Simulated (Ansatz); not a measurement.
MgMe2 (C2H6Mg), relaxed as a singlet with RKS B3LYP-D4/def2-TZVP in Ansatz, starting from the GFN2-xTB geometry. Force threshold 0.02 eV/Å.

Start:

| atom | x (Å) | y (Å) | z (Å) |
| --- | --- | --- | --- |
| Mg1 | -0.018 | 0.011 | 0.009 |
| C2 | -0.803 | 0.478 | -1.926 |
| H3 | -0.795 | 1.554 | -2.112 |
| H4 | -1.837 | 0.140 | -2.032 |
| H5 | -0.225 | 0.006 | -2.723 |
| C6 | 0.804 | -0.479 | 1.926 |
| H7 | 1.863 | -0.218 | 1.989 |
| H8 | 0.720 | -1.546 | 2.141 |
| H9 | 0.291 | 0.054 | 2.728 |

Question: Estimate the energy that the relaxation releases and the steps that it takes.

Answer: 0.02 eV, in 3 steps; 3.7 s on 4 threads of Intel Xeon on a shared host. No frequencies were taken in this run, so the end may be a saddle point.

Question: Does the start keep its bonding and symmetry?

Answer: By distances, no bond broke or formed. The bond that changes most is Mg1–C6, from 2.14 to 2.09 Å (atoms count from 1). Point group D3 at the start, D3 at the end, both within 0.05 Å.

Question: Predict the relaxed structure.

Answer: 
```xyz
9

Mg   -0.0041    0.0025    0.0024
C    -0.7866    0.4682   -1.8832
H    -0.7803    1.5463   -2.0724
H    -1.8222    0.1304   -1.9901
H    -0.2120   -0.0013   -2.6879
C     0.7857   -0.4677    1.8837
H     1.8468   -0.2085    1.9550
H     0.7019   -1.5365    2.1043
H     0.2708    0.0666    2.6883
```
Bond lengths: 2 × C–Mg 2.09 Å; 6 × C–H 1.09 Å.
